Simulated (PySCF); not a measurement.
Species: C5H9N.
Geometry (PBE0-D3(BJ)/def2-SVP, Å), atoms numbered from 1 in this order:
```
atom  x, y, z in Å
C1     1.8868    0.6800    0.9554
C2     1.0886   -0.2804    0.4832
C3    -0.2443   -0.0936   -0.1375
C4    -0.7668    1.3121   -0.2656
C5    -1.2018   -1.2259    0.0236
N6    -0.5771   -0.9814   -1.2574
H7     1.5999    1.7343    0.9284
H8     2.8593    0.4409    1.3914
H9     1.4260   -1.3243    0.5383
H10   -0.8931    1.7811    0.7222
H11   -0.0764    1.9318   -0.8585
H12   -1.7370    1.3036   -0.7795
H13   -2.2740   -1.0061    0.0784
H14   -0.8843   -2.0841    0.6276
H15    0.1799   -1.6424   -1.4296
```

The calculation used PBE0-D3(BJ)/def2-SVP geometry optimisation, gas phase (PySCF).

Take the most abundant isotopes and a rigid rotor. The values belong to one conformer with, in the numbering `[CH2:1]=[CH:2][C@:3]1([CH3:4])[CH2:5][NH:6]1`, C1–C2–C3–C4 0°.

What are A, B and C (cm⁻¹)?

Ia = 83.49, Ib = 169.46, Ic = 214.09 u·Å²; 505379 MHz·u·Å²/I gives 6053, 2982 and 2361 MHz, that is A = 0.20192, B = 0.09948, C = 0.07874 cm⁻¹.

What kind of rotor is it?

An asymmetric top: κ = (2 × 2982 − 6053 − 2361)/(6053 − 2361) = -0.66.

What does the inertial defect say?

Not planar: Δ = Ic − Ia − Ib = -38.86 u·Å². For a rigid frame Δ = −2 Σ m c², so Σ m c² = 19.43 u·Å² lies off the ab plane: 5.82 from hydrogen and 13.61 from heavier atoms. The atom farthest from that plane is 1.19 Å away.

List the rotational levels J(Ka,Kc) to J = 5 (K).

Above 0(0,0), as E/k:
J = 1: 1(0,1) 0.256, 1(1,1) 0.404, 1(1,0) 0.434
J = 2: 2(0,2) 0.765, 2(1,2) 0.887, 2(1,1) 0.976, 2(2,1) 1.418, 2(2,0) 1.423
J = 3: 3(0,3) 1.519, 3(1,3) 1.609, 3(1,2) 1.788, 3(2,2) 2.188, 3(2,1) 2.208, 3(3,1) 3.002, 3(3,0) 3.002
J = 4: 4(0,4) 2.507, 4(1,4) 2.568, 4(1,3) 2.864, 4(2,3) 3.210, 4(2,2) 3.267, 4(3,2) 4.035, 4(3,1) 4.037, 4(4,1) 5.164, 4(4,0) 5.164
J = 5: 5(0,5) 3.724, 5(1,5) 3.761, 5(1,4) 4.198, 5(2,4) 4.483, 5(2,3) 4.605, 5(3,3) 5.327, 5(3,2) 5.337, 5(4,2) 6.455, 5(4,1) 6.456, 5(5,1) 7.908, 5(5,0) 7.908
The levels of one J sum to (2J + 1)J(J + 1)(A + B + C)/3.

Which lines would a microwave search look for?

The dipole components are |μa| = 0.63 D, |μb| = 0.82 D, |μc| = 0.76 D. Intensities carry the squares of the components, which stand as 0.60 : 1.00 : 0.87 (a : b : c). Some lines, for components of 0.1 D or more:

```csv
type,branch,"J(Ka,Kc)",MHz,lower level (cm⁻¹)
b,Q,"3(2,1) ← 3(1,2)",8754,1.242
a,Q,"5(1,4) ← 5(1,5)",9124,2.614
b,Q,"2(2,0) ← 2(1,1)",9299,0.679
b,Q,"3(2,2) ← 3(1,3)",12061,1.118
b,R,"4(1,3) ← 3(2,2)",14082,1.521
a,R,"3(1,3) ← 2(1,2)",15046,0.616
a,R,"3(2,1) ← 2(2,0)",16359,0.989
c,Q,"3(3,1) ← 3(2,1)",16544,1.534
b,Q,"4(3,2) ← 4(2,3)",17177,2.231
b,R,"3(1,3) ← 2(0,2)",17581,0.532
b,R,"2(2,1) ← 1(1,0)",20521,0.301
a,R,"4(3,2) ← 3(3,1)",21522,2.086
b,R,"4(1,4) ← 3(0,3)",21860,1.055
c,Q,"5(4,2) ← 5(3,2)",23305,3.709
b,Q,"4(4,0) ← 4(3,1)",23489,2.806
a,R,"5(1,5) ← 4(1,4)",24856,1.785
a,R,"5(4,2) ← 4(4,1)",26903,3.589
c,R,"4(1,3) ← 3(0,3)",28026,1.055
b,R,"5(2,3) ← 4(1,4)",42461,1.785
c,R,"5(3,3) ← 4(2,3)",44114,2.231
b,R,"4(4,0) ← 3(3,1)",45062,2.086
b,R,"5(5,1) ← 4(4,0)",57165,3.589
```

No frequency check. Constants of a rigid frame at the computed geometry: no zero-point averaging, no centrifugal distortion. A rigid rotor knows nothing of inversion at nitrogen or internal rotation, which can split or shift real lines. Quadrupole hyperfine structure (14N) is left out.
